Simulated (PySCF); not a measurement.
**Gas-phase thermal properties of SiO₂**

Energies from PySCF (xtb for GFN2), thermal terms from the rigid-rotor harmonic-oscillator model, ideal gas at 1 bar. Table values come from the NASA 1993 polynomials. 6-31G* has spherical d functions here. All species are closed-shell singlets. B3LYP is the form with VWN-RPA correlation. The harmonic model lacks anharmonicity and excited electronic states, which grow with temperature; levels with a mode under 35 cm⁻¹ are left out. The table's entry may be an old estimate for SiO₂ (not checked at source).

| level | point group | σ | ZPE (kJ/mol) | S°298 (J/mol/K) | Cp298 (J/mol/K) | S°1000 (J/mol/K) | H1000 − H298 (kJ/mol) |
|---|---|---|---|---|---|---|---|
| table | - | - | - | 229.0 | 44.0 | 291.7 | 37.4 |
| B3LYP/6-31G* | D∞h | 2 | 17.8 | 232.9 | 45.5 | 296.3 | 37.7 |
| GFN2-xTB | D∞h | 2 | 21.3 | 229.1 | 43.5 | 290.2 | 36.4 |
| HF/6-31G* | D∞h | 2 | 20.2 | 229.3 | 43.9 | 291.1 | 36.8 |
| PBE/def2-SVP | D∞h | 2 | 17.3 | 232.6 | 45.7 | 296.5 | 37.9 |
| PBE0/def2-TZVP | D∞h | 2 | 18.4 | 231.3 | 45.0 | 294.3 | 37.5 |
σ: rotational symmetry number. Electronic degeneracy used: 1. Frequencies are unscaled.
